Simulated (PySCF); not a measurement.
## F, SMILES `[F]` (charge 0, multiplicity 2)

These are ωB97X-D3(BJ)/def2-TZVP in PySCF values and carry that method's errors.

```json
{
  "highest_occupied_spin_orbital": "-15.19 eV",
  "dipole_moment": "0.00 D",
  "total_energy": "-99.7738 Ha",
  "cost": "around 2.3 core-seconds (rough)"
}
```

Bond lengths (Å): .
Charge 0, spin multiplicity 2.
